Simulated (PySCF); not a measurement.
Species: C4H9O (doublet state).
Cartesian coordinates in Å at the GFN2-xTB level; atoms count from 1:
```
atom  x, y, z in Å
C1    -0.0801    0.2551   -1.4708
C2    -0.3229    0.2838   -0.0156
C3    -1.7951   -0.0500    0.3094
O4     0.4645   -0.6578    0.6939
C5     1.8310   -0.3419    0.7217
H6     0.2873   -0.6394   -1.9335
H7    -0.4326    1.0577   -2.0873
H8    -0.1164    1.3001    0.3758
H9    -1.9443   -0.0029    1.3842
H10   -2.0172   -1.0560   -0.0335
H11   -2.4555    0.6567   -0.1838
H12    2.0055    0.6183    1.2256
H13    2.3209   -1.1374    1.2796
H14    2.2543   -0.2867   -0.2878
```

The hyperfine couplings belong to this conformer and change with its torsions.

The species is `[CH2][C@@H](C)OC` [radical].

Theory: UKS B3LYP, pcH-1 on C H O, non-relativistic, mean-field spin-orbit, GIAO in PySCF. One conformer (not necessarily the lowest) at the GFN2-xTB geometry, without solvent, vibrations or thermal averaging. Couplings are sensitive to structure, and on GFN2-xTB geometries they can be far from those on DFT ones. The SCF solution wasn't tested for stability.

(1) Match the computed a_iso(13C) values +94.1, +81.0, -33.4, +0.9 MHz with the sites C1; C2; C3; C5.

(2) Match the computed a_iso(1H) values +61.9, -61.6, +6.2, +0.5 MHz (means over equivalent nuclei) with the sites H6/H7; H8; H9/H10/H11; H12/H13/H14.

## Answers

(1) 
```
site  a_iso (MHz)  ρ(0) (bohr⁻³)                 position  distance from C1 (Å)  spin population  largest |T| (MHz)
  C1        +94.1        +0.0837  largest spin population                  0.00            +1.08              161.7
  C2        -33.4        -0.0297           1 bond from C1                  1.48            -0.08                3.0
  C3        +81.0        +0.0721          2 bonds from C1                  2.49            +0.04               11.3
  C5         +0.9        +0.0008          3 bonds from C1                  2.97            +0.01                1.7
```

(2) 
```tsv
site	a_iso (MHz)	ρ(0) (bohr⁻³)	position	distance from C1 (Å)	bound to	spin population there	largest |T| (MHz)
H6/H7	-61.6	-0.0138	α, 1 bond from C1	1.07	C1	+1.08	39.5
H8	+61.9	+0.0138	β, 2 bonds from C1	2.12	C2	-0.08	10.1
H9/H10/H11	+6.2	+0.0014	γ, 3 bonds from C1	2.97	C3	+0.04	7.0
H12/H13/H14	+0.5	+0.0001	4 bonds from C1	3.34	C5	+0.01	4.9
```

ρ(0) is the spin density at the nucleus and T the dipolar tensor; entries for several nuclei are means. The largest Mulliken spin populations are on C1 (+1.08) and C2 (-0.08). C1 is the only atom above +0.15. The angles at C1 add up to 359.1°, so it is planar; its axial dipolar tensor and the negative couplings of its protons fit spin in a p orbital normal to that plane.

The spin density at the nucleus, in bohr⁻³, is negative for C2 (-0.0297) and H6/H7 (-0.0138), for instance. A restricted open-shell determinant has no negative spin density anywhere; here it arises because α and β orbitals differ (spin polarisation).

Nuclei that the bonding pattern makes equivalent are averaged, as if the motion that swaps them (rotation, inversion, ring flip) were fast. The three 1H nuclei of mean +6.2 MHz run from -3.9 to 23.4 MHz in the frozen geometry.
